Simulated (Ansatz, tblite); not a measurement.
# The cluster HfSe2−: one state, many levels

One table from this session's results is given with a row withheld; the runs are named, their logs left out.

Program: Ansatz 0.2.0, Gaussian basis. Level of theory: as each input shows. These are calculated values, not measurements.

The runs, in order: GFN1-xTB, GFN2-xTB, PBE-D4/def2-TZVPD, r2SCAN-D4/def2-TZVPD, ωB97M-V/def2-TZVPD, HSE06-D4/def2-TZVPD, HF/def2-TZVPD, PBE-QIDH/def2-TZVPD, BHLYP-D4/def2-TZVPD, PBE-D4/def2-SVPD, PBE0-D4/def2-SVPD, CCSD(T)/def2-SVPD, MP2/def2-TZVPD, RPA/def2-TZVPD.

1 further run of the same task is left out (set aside as unsound or not needed). Runs told in other sessions of the task aren't counted.

## The structure

The geometry is that of the doublet, from an earlier relaxation (PBE0-D4/def2-TZVPD). At that level it is the lowest of the isomers that a small search found.

3 atoms, charge -1, spin multiplicity 2.

Bond lengths: Hf1–Se2 2.401 Å, Hf1–Se3 2.401 Å. Angles: Se2–Hf1–Se3 122.1°.

Hf takes a core potential in the def2 sets. No spin-orbit coupling is included. The ion is computed in the gas phase, without counter-ions or solvent.

PBE0-D4/def2-TZVPD was run before; its log isn't repeated, and its numbers join the tables.

Set-up of the first run:

Tight binding, by tblite at 300 K electronic temperature and without a spin-polarisation term:

```python
tblite.interface.Calculator('GFN1-xTB', numbers, positions, charge=-1, uhf=1).singlepoint()
```

Tight binding, by tblite at 300 K electronic temperature and without a spin-polarisation term:

```python
tblite.interface.Calculator('GFN2-xTB', numbers, positions, charge=-1, uhf=1).singlepoint()
```

start.molden holds the orbitals of an earlier run on this state, given as this run's starting guess.

The input, in.yaml:

```yaml
crystal:
  periodic: [false, false, false]
  atoms:
    - {symbol: Hf, position_ang: [-0.132305, 0.475539, -0.598135]}
    - {symbol: Se, position_ang: [-1.773871, 0.317174, 1.147276]}
    - {symbol: Se, position_ang: [1.906175, -0.792712, -0.549142]}
basis:
  gaussian: {orbitals: def2-TZVPD, initial_orbitals: start.molden}
total_charge: -1
magnetization: {spin_polarized: true, initial_magnetization: 1}
hamiltonian: {xc: pbe, dispersion: d4}
scf: {omitted_lower_state_checks: [starts]}
output: {orbitals: {seedname: orbitals}}
```

Command:

```console
$ ansatz run in.yaml --threads 4 --pin off --events-out ev --progress --plain --max-ram 3916MiB
```

Among the steps run: PBE-D4/def2-TZVPD; r2SCAN-D4/def2-TZVPD; ωB97M-V/def2-TZVPD; HSE06-D4/def2-TZVPD; HF/def2-TZVPD; PBE-QIDH/def2-TZVPD; BHLYP-D4/def2-TZVPD; PBE-D4/def2-SVPD; PBE0-D4/def2-SVPD; CCSD(T)/def2-SVPD; MP2/def2-TZVPD; RPA/def2-TZVPD.

One table of the session follows, with a row left open; its other results are not shown here.

It belongs to the step «Levels side by side». 

| level | HOMO (eV) | LUMO (eV) | gap (eV) |
| --- | --- | --- | --- |
| HF/def2-TZVPD | -3.53 | 3.60 | 7.13 |
| PBE-D4/def2-SVPD | -0.43 | 0.53 | 0.96 |
| PBE-D4/def2-TZVPD | -0.44 | 0.52 | 0.96 |
| r2SCAN-D4/def2-TZVPD | -0.76 | 0.72 | 1.48 |
| PBE0-D4/def2-SVPD | -1.35 | 1.15 | 2.50 |
| PBE0-D4/def2-TZVPD | -1.35 | 1.15 | 2.50 |
| HSE06-D4/def2-TZVPD | -0.96 | 0.80 | 1.76 |
| BHLYP-D4/def2-TZVPD | ? | ? | ? |
| ωB97M-V/def2-TZVPD | -3.33 | 2.13 | 5.46 |

Q: Estimate the row for BHLYP-D4/def2-TZVPD from the others.

As computed: HOMO (eV): -2.08; LUMO (eV): 1.64; gap (eV): 3.72. In the column «HOMO (eV)» it lies between ωB97M-V/def2-TZVPD (-3.33) and PBE0-D4/def2-SVPD (-1.35).
